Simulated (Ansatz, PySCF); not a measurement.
Gas-phase reaction in SMILES: [O]O -> [O-]O (an electron is taken up)
Structures are relaxed separately at B3LYP-D3(BJ)/def2-TZVP in Ansatz (a first-principles code).

Wanted: adiabatic electron affinity (0 K, with B3LYP-D3(BJ) harmonic zero-point energies from PySCF), positive where the reaction releases energy, in eV. Valence correlation only, unless marked. UHF or UKS for open shells. No spin-orbit coupling. No relativistic terms. Anions need diffuse functions: aug- sets have them; def2-D sets add few; the other sets have none. CBS marks a two-point X^-3 extrapolation of the correlation energy; Hartree-Fock from the larger set.

```csv
level,program,adiabatic electron affinity (eV)
TPSS-D3(BJ)/def2-TZVPD,PySCF + dftd3,0.86
M06-L/def2-TZVPD,PySCF,0.65
r2SCAN-D4/def2-TZVPD,Ansatz + dftd4,0.78
PBE0-D4/def2-TZVPD,Ansatz + dftd4,0.73
CAM-B3LYP-D3(BJ)/def2-TZVPD,Ansatz + dftd3,0.98
MP2/def2-SVP,Ansatz,-0.32
MP2/def2-QZVPP,Ansatz,1.12
```

Q: Predict the CCSD(T)/CBS(aug-cc-pVTZ,aug-cc-pVQZ) result (Ansatz).

A: 1.10 eV
